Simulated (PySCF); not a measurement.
Level of theory: TPSS-D3(BJ)/def2-TZVP // TPSS-D3(BJ)/def2-SVP in PySCF. Isolated molecules, 0 K electronic values unless said otherwise. 

Reference species (SMILES): `[OH]` (neutral, multiplicity 2).

```
Item                             Result
-----------------------------  --------
highest occupied spin orbital  -7.32 eV
dipole moment                    1.73 D
```

Changed species: `C[N]C` (free radical N(CH3)2; the reference has free radical OH).

Problem. Predict the effect on the highest occupied spin orbital and dipole moment.

Solution. the highest occupied spin orbital rises by 1.53 eV, to -5.79 eV; the dipole moment decreases by 0.04 D, to 1.69 D.
